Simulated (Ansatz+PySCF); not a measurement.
Two shapes of triplet BHO₂ in separate pieces.

Shape 1:

```xyz
4

O     0.0000    0.0000   -0.5941
O     0.0000    0.0000    0.5941
B    30.0000    0.0000   -0.7514
H    30.0000    0.0000    3.7571
```

Shape 2:

```xyz
4

O     0.0000    0.0000   -1.3071
O     0.0000    0.0000    1.3071
B    30.0000    0.0000   -0.3131
H    30.0000    0.0000    1.5655
```

Basis set: 6-31G (spherical functions). Frozen core: 3 orbitals. Charge 0, multiplicity 3.

Computed with Ansatz (development build ahead of 0.2.0); each method stands on the lowest determinant of its kind that the runs found.

**Question.** Which shape is lower in energy, and by how much in each method?

**Answer.**

```csv
method,E(2) − E(1) (eV)
UHF,-0.730
UHF-MP2,2.893
UHF-CCSD(T),2.359
```

The methods disagree on the order. Caution: the unrestricted determinant is a mixture of spin states; the determinant breaks the point group. Caution for UHF-MP2, UHF-CCSD(T): bonds are stretched, where a single reference can fail.
